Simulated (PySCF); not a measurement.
Compound: CCl3F.
Numbering: `[F:1][C:2]([Cl:3])([Cl:4])[Cl:5]`

Computed by this run: PBE0-D3(BJ)/def2-SVP geometry optimisation, gas phase in PySCF; density fitting, grid level 1; the optimiser is geomeTRIC in internal coordinates, started from a GFN2-xTB structure with every atom displaced at random (about 0.01 Å).

Step 2: E = -41290.4802 eV
```
atom  x, y, z in Å  |  force x, y, z in eV/Å
F1      0.1926    0.6248   -1.2065   -0.743   0.862  -1.129
C2     -0.0283    0.0460   -0.0606    1.453  -1.069   0.352
Cl3     1.2193    0.7023    1.0159   -0.074  -0.115   0.479
Cl4    -1.6148    0.2907    0.5780   -0.486   0.256  -0.044
Cl5     0.2662   -1.6996   -0.3634   -0.149   0.066   0.342
```

Step 3: E = -41290.5768 eV
```
atom  x, y, z in Å  |  force x, y, z in eV/Å
F1      0.1355    0.6577   -1.2212   -0.041   0.040  -0.281
C2      0.0048    0.0280   -0.0671    0.372  -0.213   0.011
Cl3     1.2231    0.6824    1.0375   -0.029  -0.111   0.075
Cl4    -1.6074    0.3092    0.5531   -0.253  -0.006   0.117
Cl5     0.2790   -1.7131   -0.3389   -0.050   0.290   0.079
```

**Question.** Estimate the geometry and energy of step 4. (The exact step hangs on the optimiser's Hessian estimate; all steps are aligned on step 3, rigid shifts and turns removed.)

**Answer.** E = -41290.5834 eV, largest force 0.128 eV/Å
```
atom  x, y, z in Å  |  force x, y, z in eV/Å
F1      0.1306    0.6555   -1.2370    0.002   0.021   0.072
C2      0.0116    0.0322   -0.0716    0.064  -0.104  -0.038
Cl3     1.2254    0.6675    1.0447   -0.043   0.044  -0.022
Cl4    -1.6146    0.3059    0.5569   -0.005   0.038   0.007
Cl5     0.2819   -1.6968   -0.3296   -0.018   0.001  -0.018
```

The energy changes by -0.0066 eV. The first-order estimate −F·Δx gives -0.0159 eV and the mean of the old and new forces, exact on a quadratic surface, -0.0068 eV. The step makes an angle of 44° with the force vector and moves no atom by more than 0.019 Å.

What follows is the cost of the whole optimisation. On an Intel Xeon 6975P-C with one thread, on a shared host, this took 13 s wall and 0.36 GiB of memory at its peak.
